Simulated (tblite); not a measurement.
Species: C4H5FO (charge +1 and doublet state).
Numbering: `[CH3:1][C+:2]([F:3])[CH:4][CH:5]=[O:6]` (hydrogens: H7, H8, H9 on C1; H10 on C4; H11 on C5)

Cartesian coordinates in Å at the GFN2-xTB level; atoms count from 1:
```
atom  x, y, z in Å
C1    -1.3667    0.2555    0.1856
C2    -0.4179   -0.7924   -0.1756
F3    -0.9115   -1.9463   -0.5343
C4     0.9467   -0.6454   -0.2507
C5     1.4898    0.6462    0.0242
O6     0.8905    1.6701    0.2087
H7    -1.6367    0.2064    1.2483
H8    -2.2807    0.1865   -0.4098
H9    -0.8944    1.2564    0.0648
H10    1.5838   -1.4783   -0.5071
H11    2.6024    0.6441    0.1201
```

Computed values, GFN2-xTB/tblite, gas phase, harmonic and unscaled. The method is semi-empirical: single wavenumbers can be off by several per cent or more. One conformer, not necessarily the lowest. Open shells enter through the occupations alone, without spin polarisation, and single modes of such species can be off by tens of per cent.

Harmonic wavenumbers (cm⁻¹): 124.6, 195.4, 212.4, 315.2, 400.7, 424.7, 487.0, 651.5, 791.8, 854.7, 887.6, 918.6, 966.8, 1053.9, 1142.4, 1214.3, 1236.5, 1293.8, 1313.2, 1365.7, 1463.3, 1687.5, 2646.9, 2709.4, 2930.1, 2995.1, 3102.7.

A = 7688, B = 2666, C = 2010 MHz; mass 88.032 u (most abundant isotopes); point group C1, symmetry number 1; spin multiplicity 2.

Task: Zero-point energy?

Result: ½Σν̃ = 16693 cm⁻¹ = 47.73 kcal/mol.

Task: What is S at 400 K and 1 bar for an ideal gas of classical rigid rotors and harmonic oscillators?

Result: Translation 40.82, rotation 27.34, vibration 18.17, spin (R ln 2) 1.38: S = 87.7 cal/(mol K).

Task: And Cp and H(400 K) − H(0)?

Result: Cp = 30.08 cal/(mol K), of which vibrations give 22.13 (their classical limit is 27 R = 53.7); H(400 K) − H(0) = 7.39 kcal/mol without the zero-point energy, 4.21 from vibrations.

Task: Which modes carry the vibrational entropy at 400 K?

Result: 124.6 cm⁻¹: 3.60; 195.4 cm⁻¹: 2.73; 212.4 cm⁻¹: 2.57; 315.2 cm⁻¹: 1.84; 400.7 cm⁻¹: 1.42; 424.7 cm⁻¹: 1.33 cal/(mol K); the other 21 give 4.68 together.

Task: How do the functions run with temperature in this model?

Result: 
```json
{"T (K)": "50", "S (cal/(mol K))": "53.3", "Cp (cal/(mol K))": "9.1", "H − H(0) (kcal/mol)": "0.41", "G − H(0) (kcal/mol)": "-2.26", "ln q(vib)": "0.03"}
{"T (K)": "100", "S (cal/(mol K))": "60.7", "Cp (cal/(mol K))": "12.4", "H − H(0) (kcal/mol)": "0.95", "G − H(0) (kcal/mol)": "-5.12", "ln q(vib)": "0.31"}
{"T (K)": "298.15", "S (cal/(mol K))": "79.7", "Cp (cal/(mol K))": "24.4", "H − H(0) (kcal/mol)": "4.61", "G − H(0) (kcal/mol)": "-19.15", "ln q(vib)": "2.51"}
{"T (K)": "373.15", "S (cal/(mol K))": "85.7", "Cp (cal/(mol K))": "28.7", "H − H(0) (kcal/mol)": "6.61", "G − H(0) (kcal/mol)": "-25.36", "ln q(vib)": "3.48"}
{"T (K)": "500", "S (cal/(mol K))": "94.9", "Cp (cal/(mol K))": "34.8", "H − H(0) (kcal/mol)": "10.65", "G − H(0) (kcal/mol)": "-36.82", "ln q(vib)": "5.18"}
{"T (K)": "750", "S (cal/(mol K))": "110.8", "Cp (cal/(mol K))": "43.1", "H − H(0) (kcal/mol)": "20.47", "G − H(0) (kcal/mol)": "-62.60", "ln q(vib)": "8.49"}
{"T (K)": "1000", "S (cal/(mol K))": "123.9", "Cp (cal/(mol K))": "48.4", "H − H(0) (kcal/mol)": "31.95", "G − H(0) (kcal/mol)": "-91.98", "ln q(vib)": "11.63"}
```

q(vib) and H(0) count from the zero-point level.

Task: What must be added to the electronic energy to get the Gibbs energy at 400 K and 1 bar?

Result: ZPE + [H(400 K) − H(0)] − T·S = 47.73 + 7.39 − 35.08 = 20.04 kcal/mol.

Task: Blend soft modes into free rotors: weight 1/[1 + (100 cm⁻¹/ν̃)⁴] for the oscillator and the rest for a rotor with moment μB/(μ + B), μ = h/(8π²ν), B = 10⁻⁴⁴ kg m². What vibrational entropy results?

Result: 17.95 cal/(mol K) in place of 18.17, which changes −T·S at 400 K by +0.09 kcal/mol.

Hindered rotation and anharmonicity are outside this model. Other conformers, if any are populated, would add a mixing term that is left out. The structure is chiral; the term R ln 2 for an equal mix with its mirror image is left out.

On an Arm Neoverse V2 with one thread, shared host, this took 0.17 s of wall time. The figure is for the frequency step alone.
